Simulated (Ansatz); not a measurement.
We consider rock-salt HfC, described by PBEsol in Ansatz (PAW).

A relaxed, unreconstructed slab of the (110) face has 16 atoms, two equal faces of 15.007 Å² each and an energy of -126766.3565 eV. A bulk cell of 4 atoms with the same orientation and in-plane k mesh has -31693.4195 eV. Energies are extrapolated to zero smearing.

Settings: plane-wave cutoff 500 eV, 10×14×1 k mesh (along the axes of the cell as run), Fermi–Dirac smearing 0.05 eV, scalar-relativistic PAW data made under PBE.

Worked out: γ = (E_slab − N E_bulk per atom)/2A = [-126766.3565 − 16 × (-31693.4195/4)]/(2 × 15.007) = 0.2439 eV/Å². With 16.022 J/m² per eV/Å² this is 3.91 J/m², or 3.66 eV per surface cell and face.

Ansatz is a quantum-chemistry and plane-wave program.
